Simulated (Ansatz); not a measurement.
Basis-set extrapolation for `OC1(F)C=C1` (PBE0-D4/def2-TZVP geometry, frozen core, Ansatz 0.2.0). Multiplicity 1, RHF reference.

|  | def2-TZVPP | def2-QZVPP |
| --- | --- | --- |
| HF | -289.675013 | -289.687776 |
| MP2 correlation | -0.952922 | -1.027685 |
| CCSD(T) correlation | -1.007553 | not run |

Energies in hartree. Use E(X) = E(∞) + A·exp(−7.88·√X) for Hartree–Fock and E(X) = E(∞) + B·X^(−2.97) for correlation, with X = 3 and 4, and add CCSD(T) minus MP2 of the smaller set to the MP2 limit.

Q: What is the CCSD(T) energy at the basis-set limit?

A: HF limit: -289.687776 + (-0.012763) × 0.13774 = -289.68953. MP2 limit: -1.027685 + (-0.074763) × 0.74074 = -1.08306. Higher-order term: -1.007553 − (-0.952922) = -0.05463. Total: -290.82722 hartree, 3.94 eV below CCSD(T)/def2-TZVPP.
